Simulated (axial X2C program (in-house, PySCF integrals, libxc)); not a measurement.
HCl: from Re and ωe to a spectrum

A bond curve at the CCSD(T) level, two-component, was computed with an in-house all-electron X2C program for linear molecules (integrals from PySCF) (basis Cl dyall-av3z [9s8p3d2f], H dyall-v3z [6s2p1d] (cores contracted in-house)) for the state Ω = 0 (closed shell). Its fit gives Re = 1.2795 Å, ωe = 2990.0 cm⁻¹, ωexe = 53.7 cm⁻¹ and αe = 3.052e-01 cm⁻¹; the masses are 34.9689 and 1.0078 u. Two-component means X2C with spin–orbit coupling and atomic mean-field Coulomb and Gaunt terms.

Correlated methods: 8 electrons correlated (number of frozen shells: Cl 2 s, 1 p; H none), 128 virtual spin orbitals or spinors in MP2, 90 natural virtuals in coupled cluster.

(1) Find the reduced mass, Be and the force constant.

(2) Estimate the centrifugal constant by the Kratzer relation.

(3) Give B0, the J = 1←0 line in GHz and the most populated J at 300 K (kT = 208.5 cm⁻¹).

(4) A Morse curve ties αe to the other constants (Pekeris). How well does that hold?

(5) Scale the constants to the deuteride (D 2.0141 u) within the Born–Oppenheimer picture.

The state is a single determinant with fixed occupations, the lowest that a limited PBE0 search found. Coupled cluster ran in a truncated set of natural virtual spinors; the MP2 energy of the rest was added. (T) has no such correction and the atoms are truncated less, which lowers De at CCSD(T) by a hundredth of an eV or more.

## Answers

(1) From the CCSD(T) values: μ = 0.9796 u. Be = 16.8576/(μ Re²) = 10.51 cm⁻¹. k = 5.8918×10⁻⁷ μ ωe² = 5.16 mdyn/Å.

(2) D = 4Be³/ωe² = 5.20e-04 cm⁻¹.

(3) B0 = Be − αe/2 = 10.36 cm⁻¹; 2B0 = 621.1 GHz; J(max) ≈ √(kT/2B0) − 1/2 = 2.7, so J = 3.

(4) αe(Morse) = 6Be²/ωe × (√(ωexe/Be) − 1) = 2.794e-01 cm⁻¹; the CCSD(T) curve gives 3.052e-01 cm⁻¹, a ratio of 0.92.

(5) ρ = √(μH/μD) = 0.7172; ωe = 2144.4, ωexe = 27.6, Be = 5.407 cm⁻¹; the zero-point energy falls by 416 cm⁻¹.
